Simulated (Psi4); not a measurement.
# U-wB97M-V/aug-cc-pVTZ run of OH (SMILES [OH])

Aim: the vertical doublet–quartet gap of OH at U-wB97M-V/aug-cc-pVTZ, from 2 runs. 

The calculation is run with Psi4 1.11.

## (1) The structure to begin with

The species is OH (2 atoms), meant as a doublet with charge 0. As SMILES, `[OH]`. The shape is that of a PBE0-D4/def2-TZVP optimisation.

Bond lengths: O1–H2 0.973 Å.

## (2) A single-point energy at U-wB97M-V/aug-cc-pVTZ

ho.py

```python
import psi4

psi4.set_memory(2200000000)
psi4.set_num_threads(1)
psi4.core.set_output_file('psi4.out', False)

molecule = psi4.geometry("""
0 2
O      0.415880    -0.133150     0.214550
H     -0.415880     0.133150    -0.214550
symmetry c1
""")

psi4.set_options({
    'basis': 'aug-cc-pVTZ',
    'reference': 'uks',
    'puream': True,
    'e_convergence': 1e-09,
    'd_convergence': 1e-08,
    'scf_type': 'pk',
    'dft_radial_points': 99,
    'dft_spherical_points': 590,
    'maxiter': 100,
})

energy_value = psi4.energy('wb97m-v', molecule=molecule)
print(f'wb97m-v energy: {energy_value:.10f} Eh')
```

Command:

```bash
$ python ho.py
```

psi4.out:

```text
[...]
  Running in c1 symmetry.
[...]
  Nuclear repulsion =    4.350574239688279
[...]
  Multiplicity = 2
[...]
  Nalpha       = 5
  Nbeta        = 4
[...]
    Number of basis functions: 69
[...]
   @UKS iter   1:   -75.70176660302209   -5.32145e-01   4.53834e-03 ADIIS/DIIS
[...]
   @UKS iter  10:   -75.74036511871449   -2.99849e-12   4.47001e-09 DIIS
[...]
   @S^2 Observed:                7.528076929E-01
[...]
    Orbital Energies [Eh]
    ---------------------
    Alpha Occupied:
       1A    -19.413051     2A     -1.150191     3A     -0.595532
       4A     -0.524963     5A     -0.465333
    Alpha Virtual:
       6A      0.010283     7A      0.108327     8A      0.125153
       9A      0.131774    10A      0.150821    11A      0.227509
      12A      0.235908    13A      0.239765    14A      0.367472
      15A      0.568074    16A      0.583208    17A      0.584565
      18A      0.659109    19A      0.666843    20A      0.778200
      21A      0.796082    22A      0.803378    23A      0.838472
      24A      0.874395    25A      0.874573    26A      0.907146
[...]
  @UKS Final Energy:   -75.74036511871449
   => Energetics <=
    Nuclear Repulsion Energy =              4.3505742396882789
    One-Electron Energy =                -112.5662700486293772
    Two-Electron Energy =                  38.8324153200127711
    DFT Exchange-Correlation Energy =      -6.3959764820722373
    Empirical Dispersion Energy =           0.0000000000000000
    VV10 Nonlocal Energy =                  0.0388918522860671
    Total Energy =                        -75.7403651187144931
[...]
 Multipole Moments:
 ------------------------------------------------------------------------------------
     Multipole            Electronic (a.u.)      Nuclear  (a.u.)        Total (a.u.)
 ------------------------------------------------------------------------------------
 L = 1.  Multiply by 2.5417464519 to convert [e a0] to [Debye]
 Dipole X            :          0.0000000            0.0000000            0.0000000
 Dipole Y            :          0.0000000           -0.0000000            0.0000000
 Dipole Z            :          0.2078730           -0.8578758           -0.6500028
 Magnitude           :                                                    0.6500028
[...]
```

The script printed:

```text
wb97m-v energy: -75.7403651187 Eh
```

It took 12 s on 1 thread of Intel Xeon 6975P-C (Granite Rapids), shared host; peak memory 0.86 GiB.

## (3) The quartet

calc.dat

```
memory 2200 MB

molecule geom {
  0 4
  O      0.415880    -0.133150     0.214550
  H     -0.415880     0.133150    -0.214550
  units angstrom
  symmetry c1
  no_reorient
  no_com
}

set {
  reference            uks
  puream               true
  e_convergence        1e-09
  d_convergence        1e-08
  scf_type             pk
  dft_radial_points    99
  dft_spherical_points 590
  maxiter              100
}

e_tot, wfn = energy("wb97m-v/aug-cc-pVTZ", return_wfn=True)
```

Command:

```bash
$ psi4 -n 1 calc.dat calc.out
```

calc.out:

```text
[...]
  Running in c1 symmetry.
[...]
  Nuclear repulsion =    4.350574239688279
[...]
  Multiplicity = 4
[...]
  Nalpha       = 6
  Nbeta        = 3
[...]
    Number of basis functions: 69
[...]
   @UKS iter   1:   -75.42527459656142   -2.55653e-01   3.32282e-03 DIIS/ADIIS
[...]
   @UKS iter  10:   -75.46528117986018   -4.60290e-11   8.65950e-09 DIIS
[...]
   @S^2 Observed:                3.753200877E+00
[...]
    Orbital Energies [Eh]
    ---------------------
    Alpha Occupied:
       1A    -19.697098     2A     -1.397825     3A     -0.816610
       4A     -0.760592     5A     -0.760592     6A     -0.187608
    Alpha Virtual:
       7A      0.052360     8A      0.085530     9A      0.085530
      10A      0.099979    11A      0.179883    12A      0.210137
      13A      0.210137    14A      0.309373    15A      0.484396
      16A      0.484516    17A      0.484516    18A      0.569752
      19A      0.569752    20A      0.660187    21A      0.660187
      22A      0.703733    23A      0.720259    24A      0.802308
      25A      0.802309    26A      0.831309    27A      0.831309
[...]
  @UKS Final Energy:   -75.46528117986018
   => Energetics <=
    Nuclear Repulsion Energy =              4.3505742396882789
    One-Electron Energy =                -110.4511892634840251
    Two-Electron Energy =                  36.9002636678560236
    DFT Exchange-Correlation Energy =      -6.3035790555420537
    Empirical Dispersion Energy =           0.0000000000000000
    VV10 Nonlocal Energy =                  0.0386492316215908
    Total Energy =                        -75.4652811798601846
[...]
 Multipole Moments:
 ------------------------------------------------------------------------------------
     Multipole            Electronic (a.u.)      Nuclear  (a.u.)        Total (a.u.)
 ------------------------------------------------------------------------------------
 L = 1.  Multiply by 2.5417464519 to convert [e a0] to [Debye]
 Dipole X            :         -4.5257360            5.5012951            0.9755592
 Dipole Y            :          1.4489799           -1.7613192           -0.3123394
 Dipole Z            :         -2.3348001            2.8380852            0.5032851
 Magnitude           :                                                    1.1413008
[...]
```

Run time: 12 s. Hardware: 1 thread of Intel Xeon 6975P-C (Granite Rapids), shared host; peak memory 0.86 GiB.

## (4) Outcome

Level: U-wB97M-V/aug-cc-pVTZ.

| quantity | value |
| --- | --- |
| doublet: total energy | -75.74037 Eh |
| doublet: dipole moment | 1.65 D |
| doublet: HOMO energy (highest over α and β) | -11.78 eV |
| doublet: LUMO energy (lowest over α and β) | -2.08 eV |
| doublet: ⟨S²⟩ | 0.753 |
| quartet: total energy | -75.46528 Eh |
| quartet: dipole moment | 2.90 D |
| quartet: HOMO energy (highest over α and β) | -5.11 eV |
| quartet: ⟨S²⟩ | 3.753 |
| vertical energy of the quartet above the doublet | 7.485 eV |

At this shape the quartet lies 7.49 eV (722 kJ/mol) above the doublet.
